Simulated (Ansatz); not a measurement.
Consider the atomization: `C=C1C=C(F)S1` → 4 C• + F• + 3 H• + S•.

Gas-phase electronic energies from Ansatz, PBE0-D4/def2-TZVP geometries. CCSD(T)/CBS is the MP2 limit (def2-TZVPP, def2-QZVPP) plus CCSD(T) − MP2 in def2-TZVPP, frozen cores. This one scheme is used for every species, atoms too. DFT in def2-TZVPP. B3LYP here is the variant with VWN-RPA as its local correlation; programs differ in this. Open shells (•) are unrestricted, without spin–orbit coupling. Spin–orbit coupling would lower the free atoms: a little for C, F, S.

```csv
level,ΔE (eV),difference from CCSD(T)/CBS
PBE-D4,42.52,2.25
r2SCAN-D4,40.84,0.57
PBE0-D4,41.20,0.93
B3LYP-D4,40.36,0.09
ωB97X-V,40.45,0.18
ωB97M-V,40.59,0.32
B2PLYP,39.99,-0.28
PBE,42.28,2.01
r2SCAN,40.79,0.52
PBE0,41.01,0.74
B3LYP,39.98,-0.29
HF/def2-TZVPP,28.00,-12.27
MP2/def2-TZVPP,40.57,0.30
SCS-MP2/def2-TZVPP,39.78,-0.49
CCSD/def2-TZVPP,38.11,-2.16
CCSD(T)/def2-TZVPP,39.11,-1.16
HF/def2-QZVPP,28.05,-12.22
MP2/def2-QZVPP,41.25,0.98
SCS-MP2/def2-QZVPP,40.53,0.26
HF/CBS(def2),28.06,-12.21
MP2/CBS(def2),41.73,1.46
CCSD/CBS(def2),39.27,-1.00
CCSD(T)/CBS,40.27,0
```

Largest T1 diagnostic among the species: 0.014.

The D4 term adds +0.38 eV with B3LYP and +0.19 eV with PBE0; it sums over pairs of atoms, weighted by their polarisabilities, and B3LYP, whose exchange is more repulsive, gets the larger term. In def2-TZVPP, CCSD(T) changes the Hartree–Fock value by +11.11 eV (the triples alone add +1.00 eV) and MP2 by +12.57 eV; breaking electron pairs costs correlation energy, which Hartree–Fock lacks.

For atomizations the MP2-based limit and the directly extrapolated one differ by several kJ/mol either way, and by 10 to 25 for some Ge, Se and Sn compounds, so smaller differences from it don't rank the levels.
